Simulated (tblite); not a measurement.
Species: CH₂N (doublet state).
SMILES: `[H]/[C]=N\[H]`

Level: GFN2-xTB in tblite, geometry and Hessian alike; calculated harmonic values, unscaled, isolated species. Errors from tens to a few hundred cm⁻¹ against measured bands are possible. Open shells enter through the occupations alone, without spin polarisation, and single modes of such species can be off by tens of per cent.

Harmonic wavenumbers (cm⁻¹): 804.5, 858.8, 933.2, 1922.6, 2929.5, 3101.6.

A = 476215, B = 38621, C = 35724 MHz; mass 28.019 u (most abundant isotopes); point group Cs, symmetry number 1; spin multiplicity 2.

Task: What is the zero-point energy?

Result: Half the sum of the wavenumbers: 5275 cm⁻¹ = 63.10 kJ/mol.

Task: Entropy at 273.15 K, 1 bar (ideal gas, RRHO, classical rotation)?

Result: Translation 148.60, rotation 69.38, vibration 1.51, spin (R ln 2) 5.76: S = 225.3 J/(mol K).

Task: And Cp and H(273.15 K) − H(0)?

Result: Cp = 38.89 J/(mol K), of which vibrations give 5.64 (their classical limit is 6 R = 49.9); H(273.15 K) − H(0) = 9.42 kJ/mol without the zero-point energy, 0.34 from vibrations.

Task: How do the functions run with temperature in this model?

Result: 
| T (K) | S (J/(mol K)) | Cp (J/(mol K)) | H − H(0) (kJ/mol) | G − H(0) (kJ/mol) | ln q(vib) |
| --- | --- | --- | --- | --- | --- |
| 298.15 | 228.7 | 40.3 | 10.41 | -57.78 | 0.05 |
| 373.15 | 238.2 | 44.2 | 13.58 | -75.30 | 0.11 |
| 500 | 251.9 | 49.7 | 19.55 | -106.41 | 0.27 |
| 750 | 273.7 | 57.9 | 33.06 | -172.23 | 0.67 |
| 1000 | 291.2 | 64.0 | 48.33 | -242.92 | 1.11 |

q(vib) and H(0) count from the zero-point level.

Task: What must be added to the electronic energy to get the Gibbs energy at 273.15 K and 1 bar?

Result: ZPE + [H(273.15 K) − H(0)] − T·S = 63.10 + 9.42 − 61.53 = 10.99 kJ/mol.

Task: Which modes carry the vibrational entropy at 273.15 K?

Result: 804.5 cm⁻¹: 0.64; 858.8 cm⁻¹: 0.50; 933.2 cm⁻¹: 0.36; 1922.6 cm⁻¹: 0.00; 2929.5 cm⁻¹: 0.00; 3101.6 cm⁻¹: 0.00 J/(mol K).
